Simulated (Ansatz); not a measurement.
Basis sets compared for the cluster Li₂N. The state is a doublet with charge 0. Geometry PBE0-D4/def2-TZVP. Ansatz on 4 threads of Arm Neoverse V2 on a shared host; times are rough, and most runs start from earlier orbitals.

```xyz
3

Li   -1.106   -1.094   -0.800
Li    1.104    1.094    0.803
N     0.003    0.000   -0.003
```

The structure comes from a short search, and lower isomers may exist.

Binding counts from free atoms (Li doublet, N quartet) in the same basis, without a counterpoise term.

```tsv
level	functions	energy (Eh)	HOMO (eV)	LUMO (eV)	binding per atom (eV)	wall time
PBE-D4/def2-SVP	32	-69.5348	-1.99	-1.43	1.45	0.85 s
PBE-D4/def2-TZVP	59	-69.6143	-2.22	-1.64	1.44	1.1 s
r2SCAN-D4/def2-TZVP	59	-69.6824	-2.20	-0.84	1.29	5.5 s
PBE0-D4/def2-SVP	32	-69.5387	-2.78	-0.55	1.28	0.7 s
PBE0-D4/def2-TZVP (with forces)	59	-69.6178	-3.01	-0.60	1.27	15 s
```

**Question.** Estimate the rows for PBE-D4/def2-TZVPD, r2SCAN-D4/def2-TZVPD, PBE0-D4/def2-TZVPD.

**Answer.** 
```json
{"level": "PBE-D4/def2-TZVPD", "functions": "71", "energy (Eh)": "-69.6151", "HOMO (eV)": "-2.30", "LUMO (eV)": "-1.72", "binding per atom (eV)": "1.44", "wall time": "1.6 s"}
{"level": "r2SCAN-D4/def2-TZVPD", "functions": "71", "energy (Eh)": "-69.6832", "HOMO (eV)": "-2.27", "LUMO (eV)": "-0.93", "binding per atom (eV)": "1.30", "wall time": "6 s"}
{"level": "PBE0-D4/def2-TZVPD", "functions": "71", "energy (Eh)": "-69.6185", "HOMO (eV)": "-3.06", "LUMO (eV)": "-0.68", "binding per atom (eV)": "1.27", "wall time": "1 s"}
```
